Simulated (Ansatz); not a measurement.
`BB[SiH3]`, charge 0, multiplicity 1.

Problem. Give a relaxed structure at PBE0-D4/def2-TZVP (Ansatz). (Best estimate.)

Solution. Computed: 
Cartesian coordinates in Å:
```
B -1.446 -0.815 -0.501
B -0.542 -0.173 0.664
Si 1.222 0.637 0.085
H -2.221 -0.153 -1.136
H -1.304 -1.952 -0.859
H -0.769 -0.108 1.837
H 1.238 2.073 0.481
H 2.324 -0.064 0.804
H 1.498 0.556 -1.374
```
Point group Cs.
This is one stationary point; other conformers may exist.
